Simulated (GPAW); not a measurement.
**SiNH4O (SMILES N[SiH]O): levels of theory compared**

We compute a comparison of 3 runs (UPBE/real-space grid, ULDA (PW92)/dzp, UPBE/dzp) of SiNH4O. The job is set up through an ASE script.

Program for the calculation: GPAW 26.7.0.

2 further runs of the same task are left out: 2 that didn't finish.

**1. Starting point**

SiNH4O has 7 atoms, charge 0, and is taken as a doublet. SMILES: `N[SiH]O`. The shape is that of a PBE0-D4/def2-TZVP optimisation. This is one conformer, not always the lowest.

Bond lengths: N1–Si2 1.723 Å, Si2–O3 1.649 Å, N1–H4 1.008 Å, N1–H5 1.009 Å, Si2–H6 1.500 Å, O3–H7 0.961 Å. Angles: N1–Si2–O3 109.4°, N1–Si2–H6 104.3°, O3–Si2–H6 112.7°, Si2–N1–H4 120.5°, Si2–N1–H5 118.7°, Si2–O3–H7 115.8°, H4–N1–H5 110.8°.

**2. Energy and one-electron properties at UPBE/real-space grid (scalar-relativistic datasets) (run 1)**

File mol.xyz:

```xyz
7

N     -0.694900     0.548300    -0.575200
Si     0.293100     0.159000     0.781300
O      1.622900    -0.672400     0.270300
H     -0.355900     1.168100    -1.294800
H     -1.685800     0.673200    -0.432900
H     -0.599100    -0.661900     1.664700
H      1.480900    -1.282400    -0.459000
```

File run.py:

```python
import numpy as np
from ase.io import read
from ase.units import Debye
from gpaw import GPAW

# Structure
atoms = read("mol.xyz")
atoms.center(vacuum=4.5)
atoms.set_initial_magnetic_moments([0.333333, 0.333333, 0.333333, 0.0, 0.0, 0.0, 0.0])

# DFT calculator
gpaw_calc = GPAW(mode="fd",
                 occupations={"name": "fermi-dirac", "width": 0.0, "fixmagmom": True},
                 xc="PBE",
                 maxiter=150,
                 h=0.18,
                 symmetry="off",
                 txt="-")
atoms.calc = gpaw_calc

energy = atoms.get_potential_energy()
print(f"Energy: {energy:.5f} eV")
forces = atoms.get_forces()
print("Forces (eV/Ang)")
for symbol, f in zip(atoms.symbols, forces):
    print(f'{symbol:2} {f[0]:9.4f} {f[1]:9.4f} {f[2]:9.4f}')
dipole = atoms.get_dipole_moment() / Debye
print(f"Dipole                  {np.linalg.norm(dipole):.3f} D")
print("Moments:", atoms.get_magnetic_moments().round(3))
```

Started as:

```
$ python run.py > run.log
```

The program printed:

```text
[...]
Number of symmetries: 1
[...]
  Number of IBZ points: 1
[...]
Spin-components: 2 (collinear spins)
Bands:           16
[...]
  Valence electrons: 19.0
[...]
  Grid points: [68 64 68]
  Charge: 0.0  # |e|
[...]
    cutoffs:
[...]
occupation numbers:
  Fixed magnetic moment: 1.000
[...]
xc functional:
  name: PBE with 2 nearest neighbor stencil
[...]
|iter     |     time |      energy | eigst |  dens |  magmom |
[...]
|iter:   1| 00:00:05 |  -39.403713 | +1.17 |       |  +0.9968|
[...]
|iter:  15| 00:00:41 |  -35.264077c| -7.44c| -5.55c|  +1.0000|
Converged in 15 steps
[...]
Energy contributions relative to reference atoms: (reference = -11458.878705)
Energy contributions:
  Kinetic:          40.864566
  Coulomb:         -43.073863
  Zero:              0.860982
  External:          0.000000
  Xc:              -33.915763
  Entropy:           0.000000
  Spinorbit:         0.000000
  ----------------------------
  Free energy:     -35.264077
  Extrapolated:    -35.264077
dipole moment: (-0.332270, 0.056681, -0.364573)  # |e|*Ang
Total magnetic moment: (0.000000, 0.000000, 0.999999)
Local magnetic moments
|        x |        y |        z |
|----------|----------|----------|
| 0.000000 | 0.000000 | 0.044236 |  # N    0
| 0.000000 | 0.000000 | 0.253896 |  # Si   1
| 0.000000 | 0.000000 | 0.026359 |  # O    2
| 0.000000 | 0.000000 | 0.000559 |  # H    3
| 0.000000 | 0.000000 | 0.000169 |  # H    4
| 0.000000 | 0.000000 | 0.029328 |  # H    5
| 0.000000 | 0.000000 | 0.007565 |  # H    6
Fermi levels: -4.363, -2.675
Eigenvalues  # (at kpt = [0.000, 0.000, 0.000])
| band index |      eig [eV] | occ [0-1] |      eig [eV] | occ [0-1] |
|------------|---------------|-----------|---------------|-----------|
|          0 |       -25.030 |     1.000 |       -24.963 |     1.000 |
|          1 |       -21.419 |     1.000 |       -21.293 |     1.000 |
|          2 |       -13.783 |     1.000 |       -13.548 |     1.000 |
|          3 |       -12.483 |     1.000 |       -12.423 |     1.000 |
|          4 |       -11.847 |     1.000 |       -11.742 |     1.000 |
|          5 |        -9.413 |     1.000 |        -9.210 |     1.000 |
|          6 |        -8.756 |     1.000 |        -8.642 |     1.000 |
|          7 |        -7.773 |     1.000 |        -7.595 |     1.000 |
|          8 |        -7.118 |     1.000 |        -6.832 |     1.000 |
|          9 |        -4.363 |     1.000 |        -2.675 |     0.000 |
|         10 |        -0.811 |     0.000 |        -0.654 |     0.000 |
|         11 |        -0.535 |     0.000 |        -0.321 |     0.000 |
[...]
Gap: 2.469 eV
Transition (v -> c):
[...]
Forces (eV/Ang)
N    -0.0784   -0.1963   -0.0983
Si   -0.1998    0.3981    0.4998
O     0.7028   -0.0349    0.2272
H     0.1044    0.2162   -0.2803
H    -0.3604    0.0683    0.0308
H    -0.1283   -0.1053    0.1172
H    -0.0475   -0.3712   -0.4647
Dipole                  2.385 D
Moments: [0.044 0.254 0.026 0.001 0.    0.029 0.008]
```

Run time: 41 s. Hardware: 1 thread of Intel Xeon 6975P-C (Granite Rapids), shared host; peak memory 1 GiB.

**3. The solvation energy at ULDA (PW92)/dzp (scalar-relativistic datasets, Held-Walter continuum water) (run 2)**

File h4nosi_solv.py:

```python
import numpy as np
from ase import Atoms
from ase.units import Bohr, Debye, kcal, mol
from gpaw import GPAW
from gpaw.solvation import SolvationGPAW, get_HW14_water_kwargs
from gpaw.utilities.adjust_cell import adjust_cell

# Geometry
positions_bohr = np.array(
              [[ -1.313171,   1.036137,  -1.086970],
               [  0.553879,   0.300466,   1.476443],
               [  3.066837,  -1.270652,   0.510793],
               [ -0.672554,   2.207389,  -2.446817],
               [ -3.185700,   1.272164,  -0.818062],
               [ -1.132135,  -1.250810,   3.145827],
               [  2.798495,  -2.423385,  -0.867384]])
atoms = Atoms('NSiOHHHH', positions=positions_bohr * Bohr)
adjust_cell(atoms, 4.5, h=0.18)
atoms.set_initial_magnetic_moments([1 / len(atoms)] * len(atoms))

# GPAW settings
calculator = GPAW(mode='lcao',
                  basis='dzp',
                  h=0.18,
                  xc='LDA',
                  occupations={'name': 'fermi-dirac', 'width': 0.0, 'fixmagmom': True},
                  maxiter=100,
                  symmetry='off',
                  legacy_gpaw=True,
                  txt='-')
atoms.calc = calculator
e_gas = atoms.get_potential_energy()
mu_gas = np.linalg.norm(atoms.get_dipole_moment()) / Debye

solvent = get_HW14_water_kwargs()
calculator = SolvationGPAW(mode='lcao',
                           xc='LDA',
                           occupations={'name': 'fermi-dirac', 'width': 0.0, 'fixmagmom': True},
                           symmetry='off',
                           h=0.18,
                           maxiter=100,
                           basis='dzp',
                           txt='-',
                           **solvent)
atoms.calc = calculator
e_sol = atoms.get_potential_energy()
mu_sol = np.linalg.norm(atoms.get_dipole_moment()) / Debye
dg = (e_sol - e_gas) / (kcal / mol)
print(f'Solvation free energy = {dg:.2f} kcal/mol')
print(f'Dipole {mu_gas:.3f} D in gas, {mu_sol:.3f} D in solution')
```

Started as:

```
$ python h4nosi_solv.py
```

The program printed:

```text
[...]
    cutoffs:
[...]
  Total Charge: 0.000000
[...]
Number of atoms: 7
[...]
Number of bands in calculation: 16
Number of valence electrons: 19
[...]
iter:   1 hh:mm:ss   -37.098489        c          +0.9991
[...]
Converged after 10 iterations.
Dipole moment: (-0.322326, 0.061975, -0.379076) |e|*Ang
Total magnetic moment: (0.000000, 0.000000, 0.999998)
[...]
Fermi levels: -1.08858, -3.30072
[...]
      Finite-difference x-derivative with O(h^6) error (6 points)
      Finite-difference y-derivative with O(h^6) error (6 points)
      Finite-difference z-derivative with O(h^6) error (6 points)
    Max iterations: 1000
[...]
iter:  10 hh:mm:ss   -35.042179c       c -4.01c   +1.0000
Converged after 10 iterations.
Dipole moment: (-0.420731, 0.079271, -0.500656) |e|*Ang
Total magnetic moment: (0.000000, 0.000000, 0.999998)
Local magnetic moments:
   0 N  ( 0.000000,  0.000000,  0.058379)
   1 Si ( 0.000000,  0.000000,  0.248298)
   2 O  ( 0.000000,  0.000000,  0.030644)
   3 H  ( 0.000000,  0.000000,  0.000642)
   4 H  ( 0.000000,  0.000000, -0.000046)
   5 H  ( 0.000000,  0.000000,  0.028745)
   6 H  ( 0.000000,  0.000000,  0.007169)
Energy contributions relative to reference atoms: (reference = -11406.011528)
Kinetic:        +34.141470
Potential:      -33.666116
External:        +0.000000
XC:             -36.016213
Entropy (-ST):   +0.000000
Local:           +0.372913
Interactions
 surf:           +0.125768
--------------------------
Free energy:    -35.042179
Extrapolated:   -35.042179
Solvation cavity surface area: 109.51186
[...]
 Band  Eigenvalues  Occupancy  Eigenvalues  Occupancy
    0    -24.62931    1.00000    -24.54754    1.00000
    1    -20.79422    1.00000    -20.63041    1.00000
    2    -13.61249    1.00000    -13.37506    1.00000
    3    -11.96803    1.00000    -11.86029    1.00000
    4    -11.51402    1.00000    -11.38359    1.00000
    5     -9.17510    1.00000     -8.95781    1.00000
    6     -8.59667    1.00000     -8.46546    1.00000
    7     -7.52882    1.00000     -7.34461    1.00000
    8     -6.76016    1.00000     -6.44574    1.00000
    9     -3.94575    1.00000     -2.74098    0.00000
   10      0.56772    0.00000      0.88753    0.00000
   11      1.06770    0.00000      1.36337    0.00000
   12      2.50325    0.00000      2.79937    0.00000
   13      3.07787    0.00000      3.26337    0.00000
[...]
   15      3.84390    0.00000      3.93921    0.00000
Fermi levels: -1.08663, -3.34336
Solvation free energy = -5.80 kcal/mol
Dipole 2.408 D in gas, 3.164 D in solution
```

Wall time 65 s (1 thread of Intel Xeon 6975P-C (Granite Rapids), shared host); peak memory 1.2 GiB.

**4. The charge distribution at UPBE/dzp (scalar-relativistic datasets) (run 3)**

File calc.py:

```python
import numpy as np
from ase import Atoms
from ase.units import Debye
from gpaw import GPAW

# Geometry
molecule = Atoms("NSiOHHHH",
    positions=[[ -0.694900,   0.548300,  -0.575200],
               [  0.293100,   0.159000,   0.781300],
               [  1.622900,  -0.672400,   0.270300],
               [ -0.355900,   1.168100,  -1.294800],
               [ -1.685800,   0.673200,  -0.432900],
               [ -0.599100,  -0.661900,   1.664700],
               [  1.480900,  -1.282400,  -0.459000]])
molecule.center(vacuum=4.5)
molecule.set_initial_magnetic_moments([0.333333, 0.333333, 0.333333, 0.0, 0.0, 0.0, 0.0])

# Calculator
dft = GPAW(mode="lcao",
           occupations={"name": "fermi-dirac", "width": 0.0, "fixmagmom": True},
           maxiter=150,
           xc="PBE",
           basis="dzp",
           h=0.18,
           symmetry="off",
           txt="-")
molecule.calc = dft

energy = molecule.get_potential_energy()
print(f"Energy                  {energy:.5f} eV")
forces = molecule.get_forces()
print("Forces (eV/Ang)")
for symbol, f in zip(molecule.symbols, forces):
    print(f'{symbol:2} {f[0]:9.4f} {f[1]:9.4f} {f[2]:9.4f}')
dipole = molecule.get_dipole_moment() / Debye
print(f"Dipole = {np.linalg.norm(dipole):.3f} D")
print("Moments:", molecule.get_magnetic_moments().round(3))
```

Started as:

```
$ python3 calc.py
```

The program printed:

```text
[...]
Number of symmetries: 1
[...]
  Number of IBZ points: 1
[...]
basis functions: 59
Spin-components: 2 (collinear spins)
Bands:           16
[...]
  Valence electrons: 19.0
[...]
  Grid points: [68 64 68]
  Charge: 0.0  # |e|
[...]
    cutoffs:
[...]
occupation numbers:
  Fixed magnetic moment: 1.000
[...]
xc functional:
  name: PBE with 2 nearest neighbor stencil
[...]
|iter     |     time |      energy | eigst |  dens |  magmom |
[...]
|iter:   1| 00:00:06 |  -35.282194 |      c|       |  +0.9989|
[...]
|iter:  11| 00:00:17 |  -32.916320c|      c| -4.54c|  +1.0000|
Converged in 11 steps
[...]
Energy contributions relative to reference atoms: (reference = -11458.878705)
Energy contributions:
  Kinetic:          34.760093
  Coulomb:         -34.142860
  Zero:              0.373424
  External:          0.000000
  Xc:              -33.906976
  Entropy:           0.000000
  Spinorbit:         0.000000
  ----------------------------
  Free energy:     -32.916320
  Extrapolated:    -32.916320
dipole moment: (-0.299598, 0.069211, -0.367523)  # |e|*Ang
Total magnetic moment: (0.000000, 0.000000, 0.999995)
Local magnetic moments
|        x |        y |        z |
|----------|----------|----------|
| 0.000000 | 0.000000 | 0.053223 |  # N    0
| 0.000000 | 0.000000 | 0.258393 |  # Si   1
| 0.000000 | 0.000000 | 0.027921 |  # O    2
| 0.000000 | 0.000000 | 0.000438 |  # H    3
| 0.000000 | 0.000000 | 0.000021 |  # H    4
| 0.000000 | 0.000000 | 0.029090 |  # H    5
| 0.000000 | 0.000000 | 0.007903 |  # H    6
Fermi levels: -3.990, -2.304
Eigenvalues  # (at kpt = [0.000, 0.000, 0.000])
| band index |      eig [eV] | occ [0-1] |      eig [eV] | occ [0-1] |
|------------|---------------|-----------|---------------|-----------|
|          0 |       -24.741 |     1.000 |       -24.669 |     1.000 |
|          1 |       -21.219 |     1.000 |       -21.071 |     1.000 |
|          2 |       -13.554 |     1.000 |       -13.306 |     1.000 |
|          3 |       -12.263 |     1.000 |       -12.195 |     1.000 |
|          4 |       -11.589 |     1.000 |       -11.477 |     1.000 |
|          5 |        -9.128 |     1.000 |        -8.904 |     1.000 |
|          6 |        -8.338 |     1.000 |        -8.213 |     1.000 |
|          7 |        -7.353 |     1.000 |        -7.160 |     1.000 |
|          8 |        -6.729 |     1.000 |        -6.412 |     1.000 |
|          9 |        -3.990 |     1.000 |        -2.304 |     0.000 |
|         10 |         0.664 |     0.000 |         0.997 |     0.000 |
|         11 |         0.941 |     0.000 |         1.221 |     0.000 |
[...]
Gap: 2.422 eV
Transition (v -> c):
[...]
Forces (eV/Ang)
N     0.1725   -0.7386    0.0284
Si   -0.2359    0.7121    0.7087
O     1.1843    0.1702    0.5922
H     0.3565    0.6443   -0.6923
H    -0.9935    0.1681    0.1666
H    -0.3155   -0.2171    0.2194
H    -0.2217   -0.7810   -0.9562
Dipole = 2.302 D
Moments: [0.053 0.258 0.028 0.    0.    0.029 0.008]
```

It took 18 s on 1 thread of Intel Xeon 6975P-C (Granite Rapids), shared host; peak memory 1 GiB.

**5. All runs side by side**

```tsv
run	level	task	mode	energy (Eh)	dipole moment (D)	HOMO energy (eV)	LUMO energy (eV)	wall time
1	UPBE/real-space grid (scalar-relativistic datasets)	properties	fd	-422.401956	2.38	-4.36	-2.68	41 s
2	ULDA (PW92)/dzp (scalar-relativistic datasets, Held-Walter continuum water)	solvation	lcao	-420.450969	3.16	-3.95	-2.74	65 s
3	UPBE/dzp (scalar-relativistic datasets)	properties	lcao	-422.315678	2.30	-3.99	-2.30	18 s
```

**6. Results**

| quantity | value |
| --- | --- |
| run 3: energy as printed (from the program's reference atoms) | -32.9163 eV |
| run 3: dipole moment | 2.30 D |
| run 3: HOMO energy (highest over α and β) | -3.99 eV |
| run 3: LUMO energy (lowest over α and β) | -2.30 eV |
| run 3: largest force on an atom | 1.335 eV/Å |

The dipole moment (its size) runs from 2.30 D (UPBE/dzp) to 3.16 D (ULDA (PW92)/dzp). The two ends differ in method and solvent. Totals of different functionals can't be ranked against each other. All runs together took 2.1 min, the longest 65 s.
